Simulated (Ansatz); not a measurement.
in.yaml

```yaml
crystal:
  periodic: [false, false, false]
  atoms:
    - {symbol: F, position_ang: [0.078047, -0.005454, 1.398547]}
    - {symbol: As, position_ang: [0.005284, 0.002920, -0.340090]}
    - {symbol: H, position_ang: [-0.973470, -1.119689, -0.549830]}
    - {symbol: H, position_ang: [-0.890349, 1.005423, -0.531615]}
basis:
  gaussian: {orbitals: cc-pVDZ}
magnetization: {spin_polarized: false}
correlation: {method: ccsdt_q, electrons: outside_noble_gas}
```

```sh
$ ansatz run in.yaml --threads 1 --pin off --events-out ev --progress --plain --max-ram 2393MiB
```

Log:

```
978 factors; integrals over basis functions are off by at most 1.9e-7 eV
mean field evaluation 1: about -63530.6902 eV, gradient 2.4e1 eV
mean field evaluation 2: about -63530.7195 eV, gradient 2.4e1 eV
mean field evaluation 4: about -63531.9357 eV, gradient 1.7e0 eV
mean field evaluation 8: about -63531.9513 eV, gradient 9.6e-2 eV
mean field evaluation 16: about -63531.9095 eV, gradient 3.7e-1 eV
mean field -63531.95138377 eV, -2334.7561498504 hartree, gradient 5.1e-6 eV, S^2 0.000000; 0 other end points of the search recorded, 0 dependent functions left out
15 core orbitals not correlated: weight in the atoms' cores, before any rotation towards them, 0.998 or more for the frozen orbitals, at most 0.002 for the correlated occupied ones
reference -63531.95138377 eV, -2334.7561498504 hartree; 7, 7 occupied and 29, 29 virtual orbitals, 978 factors
second order -8.15224230 eV of doubles, -0.00000000 eV of singles
cycle   1  -8.46113001 eV  change   -3.1e-1 eV  update   8.1e-2
cycle   2  -8.76651529 eV  change   -3.1e-1 eV  update   3.9e-2
cycle   3  -8.94020705 eV  change   -1.7e-1 eV  update   2.0e-2
cycle   4  -8.93333096 eV  change    6.9e-3 eV  update   5.5e-3
cycle   5  -8.92831817 eV  change    5.0e-3 eV  update   3.1e-3
cycle   6  -8.92995502 eV  change   -1.6e-3 eV  update   1.0e-3
cycle   7  -8.93042423 eV  change   -4.7e-4 eV  update   4.4e-4
cycle   8  -8.93015470 eV  change    2.7e-4 eV  update   1.8e-4
cycle   9  -8.93006489 eV  change    9.0e-5 eV  update   7.1e-5
cycle  10  -8.93016193 eV  change   -9.7e-5 eV  update   3.3e-5
cycle  11  -8.93011248 eV  change    4.9e-5 eV  update   1.5e-5
cycle  12  -8.93012201 eV  change   -9.5e-6 eV  update   6.8e-6
cycle  13  -8.93012239 eV  change   -3.8e-7 eV  update   2.7e-6
cycle  14  -8.93012186 eV  change    5.3e-7 eV  update   1.0e-6
perturbative correction -0.01811532 eV, -0.0006657256 hartree
Total energy: -63540.89962095 eV, -2335.0849915014 hartree
```

Ran on 1 thread of Arm Neoverse V2, shared host: 11 s wall, 0.27 GiB peak host memory.
